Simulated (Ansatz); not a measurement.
HAsF⁺, triplet: the ladder up to UCCSDTQ

Geometry: that of the HAsF, quartet, kept fixed.

```xyz
3

F     0.0000    0.0000    1.7587
As    0.0000    0.0000   -0.0416
H     0.0000    0.0000   -1.7171
```

Basis cc-pVDZ; Ansatz 0.2.0. Only valence electrons are correlated (noble-gas cores and the filled d shells of p-block atoms frozen), which leaves 12 electrons in 31 orbitals. R marks a restricted (for open shells ROHF) determinant, U an unrestricted one. Active spaces: valence = (12e, 9o) chosen from the atoms' valence shells. No spin–orbit coupling is included, and no scalar relativity.

Full CI isn't at hand for all of this; UCCSDTQ serves as the reference, and is uncertain by about the last step of the cluster series. The frozen core follows each run's orbitals, which can shift R against U totals by a few meV for light atoms and by up to 0.1 eV past Ca.

* UHF ⟨S²⟩: 2.050
* T1 diagnostic (RCCSD): 0.0399
* largest doubles amplitude (RCCSD): 0.082
* T1 diagnostic (UCCSD): 0.0362

From what is known of these methods and the diagnostics, rank them by the size of their error in total energy against UCCSDTQ in cc-pVDZ, smallest first (an estimate: the text doesn't fix the numbers).
A. UCCSD(T)
B. UCCSD
C. UMP2
D. UHF
E. UCCSDT(Q)

E (1.4 kJ/mol), A (6.5 kJ/mol), B (29.9 kJ/mol), C (79.7 kJ/mol), D (773.7 kJ/mol).

All errors are against UCCSDTQ in cc-pVDZ. Below it: UCCSDT(Q). Within each family the higher level lies nearer, as is usual though not guaranteed.

Natural occupations of CASSCF (valence space) about the gap: 1.992 1.960 1.959 1.009 1.008 0.042 0.038; effectively unpaired electrons, Σ n²(2−n)², 2.03.
